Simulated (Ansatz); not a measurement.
Ansatz (an electronic-structure program) input:
A basis named .json is the Basis Set Exchange file of that set.

Ansatz 0.2 input:
```yaml
crystal:
  periodic: [false, false, false]
  atoms:
    - {symbol: Si, position_ang: [-0.00000000, -0.00000000, -0.55379892]}
    - {symbol: O, position_ang: [0.00000000, 0.00000000, 0.96914810]}
basis:
  gaussian:
    orbitals: def2-TZVPPD.json
total_charge: 1
magnetization: {spin_polarized: true, initial_magnetization: 1}
correlation: {method: ccsd_t, electrons: outside_noble_gas}
```

Question: What final total energy does it print?

Answer: -363.77564 Eh (CCSD(T)/def2-TZVPPD). The basis has 88 functions.
